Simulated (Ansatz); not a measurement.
Born–Oppenheimer molecular dynamics of AlH₃O (5 atoms, charge 0, multiplicity 1). It goes on from the last frame of an earlier run, with new velocities.

Theory: RKS PBE-D4/cc-pVDZ in Ansatz.

| Property | Result |
| --- | --- |
| ensemble | NVE (velocity Verlet) |
| time step | 0.5 fs |
| steps asked | 250 |
| starting velocities drawn for | 400 K |
| seed | 971065 |

First frame:

```xyz
5
Properties=species:S:1:pos:R:3
Al -0.043 -0.006 -0.030
O -0.008 -0.171 1.699
H -0.751 0.121 2.232
H 1.462 0.093 -0.685
H -1.448 -0.214 -0.872
```

Task: How far do the bonds stretch over the last three quarters of this one trajectory? (Pairs bonded in most of those frames.)

Result: 
| bond | mean (Å) | spread (Å) | shortest | longest |
| --- | --- | --- | --- | --- |
| Al1–O2 | 1.750 | 0.033 | 1.70 | 1.80 |
| Al1–H4 | 1.604 | 0.031 | 1.56 | 1.65 |
| Al1–H5 | 1.611 | 0.028 | 1.57 | 1.65 |
| O2–H3 | 0.977 | 0.012 | 0.95 | 1.00 |

Mean temperature of the second half: 320 K. The conserved energy stayed within 0.053 meV per atom of its start (net change -0.0094 meV per atom), so the integration is sound. A run of 0.12 ps of so small a system gives no equilibrium averages.

The run took 2.7 min on 1 thread of Arm Neoverse V2 (shared host), peak memory 0.089 GiB.
